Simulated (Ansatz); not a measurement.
This Ansatz (a program for electronic structure) input (CCSD(T)/cc-pCVTZ) gives -537.58060 Eh with 187 basis functions. A basis named .json is the Basis Set Exchange file of that set (core-valence sets with the plain set on hydrogen).

Ansatz 0.2 input:
```yaml
crystal:
  periodic: [false, false, false]
  atoms:
    - {symbol: C, position_ang: [0.01118773, 0.75889942, -0.01238914]}
    - {symbol: C, position_ang: [1.30488840, 1.02329449, 0.00343307]}
    - {symbol: Cl, position_ang: [-0.63700773, -0.85323169, 0.00417952]}
    - {symbol: H, position_ang: [-0.75905041, 1.51625302, -0.03695357]}
    - {symbol: H, position_ang: [2.05291747, 0.24314247, 0.02802818]}
    - {symbol: H, position_ang: [1.63880765, 2.05237986, -0.00839007]}
basis:
  gaussian:
    orbitals: cc-pCVTZ.json
magnetization: {spin_polarized: false}
correlation: {method: ccsd_t, electrons: outside_noble_gas}
```

Change:
```diff
- orbitals: cc-pCVTZ.json
+ orbitals: cc-pV_D+d_Z.json
```

**Question.** What does the run give now?

**Answer.** -537.42185 Eh (CCSD(T)/cc-pV(D+d)Z, 66 functions), a change of +158.75 mEh.
